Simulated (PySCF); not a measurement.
# Basis-set dependence of population analyses: PH3

Compound: PH3.
Geometry (PBE0-D3(BJ)/def2-SVP, Å), atoms numbered from 1 in this order:
```
atom  x, y, z in Å
P1     0.0283   -0.0300    0.5667
H2    -0.4807    1.0672   -0.1941
H3     1.2172   -0.1211   -0.2208
H4    -0.6610   -0.9970   -0.2281
```

PBE0 throughout (PySCF), one geometry, spherical d and f functions. Isolated species at its PBE0-D3(BJ)/def2-SVP geometry, gas phase. Atoms taken as equivalent share a column and are averaged.

Mulliken charges (e):

```
        basis  functions      P1  H2/H3/H4
       STO-3G         12  +0.242    -0.081
        6-31G         19  -0.015    +0.005
     pcSseg-0         19  -0.231    +0.077
       6-31G*         24  -0.133    +0.044
     def2-SVP         33  -0.002    +0.001
      cc-pVDZ         33  -0.083    +0.028
     pcSseg-1         39  -0.114    +0.038
6-311+G(2d,p)         53  -0.211    +0.070
  aug-cc-pVDZ         54  -0.846    +0.282
    def2-TZVP         55  -0.260    +0.087
     IGLO-III         74  +0.213    -0.071
      cc-pVTZ         76  -0.120    +0.040
     pcSseg-3        175  +0.012    -0.004
```

IAO charges (e):

```json
{"basis": "STO-3G", "functions": "12", "P1": "+0.164", "H2/H3/H4": "-0.055"}
{"basis": "6-31G", "functions": "19", "P1": "-0.042", "H2/H3/H4": "+0.014"}
{"basis": "pcSseg-0", "functions": "19", "P1": "-0.055", "H2/H3/H4": "+0.018"}
{"basis": "6-31G*", "functions": "24", "P1": "+0.023", "H2/H3/H4": "-0.007"}
{"basis": "def2-SVP", "functions": "33", "P1": "+0.026", "H2/H3/H4": "-0.009"}
{"basis": "cc-pVDZ", "functions": "33", "P1": "+0.010", "H2/H3/H4": "-0.003"}
{"basis": "pcSseg-1", "functions": "39", "P1": "+0.017", "H2/H3/H4": "-0.006"}
{"basis": "6-311+G(2d,p)", "functions": "53", "P1": "+0.020", "H2/H3/H4": "-0.006"}
{"basis": "aug-cc-pVDZ", "functions": "54", "P1": "-0.005", "H2/H3/H4": "+0.002"}
{"basis": "def2-TZVP", "functions": "55", "P1": "+0.020", "H2/H3/H4": "-0.007"}
{"basis": "IGLO-III", "functions": "74", "P1": "+0.025", "H2/H3/H4": "-0.008"}
{"basis": "cc-pVTZ", "functions": "76", "P1": "+0.010", "H2/H3/H4": "-0.003"}
{"basis": "pcSseg-3", "functions": "175", "P1": "+0.019", "H2/H3/H4": "-0.006"}
```

Hirshfeld charges (e):

| basis | functions | P1 | H2/H3/H4 |
| --- | --- | --- | --- |
| STO-3G | 12 | +0.133 | -0.044 |
| 6-31G | 19 | +0.022 | -0.007 |
| pcSseg-0 | 19 | +0.028 | -0.009 |
| 6-31G* | 24 | +0.022 | -0.007 |
| def2-SVP | 33 | +0.039 | -0.013 |
| cc-pVDZ | 33 | +0.036 | -0.012 |
| pcSseg-1 | 39 | +0.031 | -0.010 |
| 6-311+G(2d,p) | 53 | +0.043 | -0.014 |
| aug-cc-pVDZ | 54 | +0.037 | -0.012 |
| def2-TZVP | 55 | +0.035 | -0.012 |
| IGLO-III | 74 | +0.036 | -0.012 |
| cc-pVTZ | 76 | +0.035 | -0.012 |
| pcSseg-3 | 175 | +0.037 | -0.012 |

Which scheme is steadiest as the basis changes?

Largest range over the bases for any column: Hirshfeld 0.11 e, IAO 0.22 e, Mulliken 1.09 e. Hirshfeld charges move least and Mulliken charges most, counted in e. Without the minimal STO-3G basis the ranges are Hirshfeld 0.02, IAO 0.08, Mulliken 1.06 e.

How much do the charges still move between the two largest bases, cc-pVTZ and pcSseg-3?

At most, over all atoms: Mulliken 0.132 e, IAO 0.009 e, Hirshfeld 0.002 e.

What do the same runs give for the total energy, the frontier levels and the dipole moment?

| basis | energy (Eh) | HOMO (eV) | LUMO (eV) | μ (D) |
| --- | --- | --- | --- | --- |
| STO-3G | -339.1349 | -4.86 | 7.60 | 0.71 |
| 6-31G | -342.9436 | -7.63 | 1.28 | 1.48 |
| pcSseg-0 | -342.5811 | -7.69 | 1.32 | 1.68 |
| 6-31G* | -342.9795 | -7.78 | 1.05 | 1.03 |
| def2-SVP | -342.8962 | -7.77 | 1.24 | 0.91 |
| cc-pVDZ | -343.0031 | -7.77 | 1.15 | 0.83 |
| pcSseg-1 | -342.9888 | -7.86 | 0.93 | 0.98 |
| 6-311+G(2d,p) | -343.0151 | -7.89 | 0.12 | 0.74 |
| aug-cc-pVDZ | -343.0053 | -7.88 | -0.16 | 0.68 |
| def2-TZVP | -343.0160 | -7.88 | 0.74 | 0.68 |
| IGLO-III | -343.0157 | -7.81 | 0.95 | 0.61 |
| cc-pVTZ | -343.0197 | -7.87 | 0.83 | 0.69 |
| pcSseg-3 | -343.0283 | -7.90 | 0.22 | 0.64 |

The dipole is fixed by the density alone, so its range of 1.07 D shows that the density itself changes with the basis, not only its division among atoms.
